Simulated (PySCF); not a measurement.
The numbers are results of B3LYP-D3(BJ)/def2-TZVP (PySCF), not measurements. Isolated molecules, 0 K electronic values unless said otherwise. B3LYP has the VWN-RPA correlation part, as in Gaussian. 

Reference species (SMILES): `NC(C)=O` (neutral, multiplicity 1).

| Property | Result |
|---|---|
| HOMO | -7.07 eV |
| HOMO–LUMO gap | 7.49 eV |

Changed species: `C1NCO1`.

### Question
Predict the effect on the HOMO and HOMO–LUMO gap.

### Answer
the HOMO goes up by 0.52 eV, to -6.55 eV; the HOMO–LUMO gap falls by 0.29 eV, to 7.20 eV.
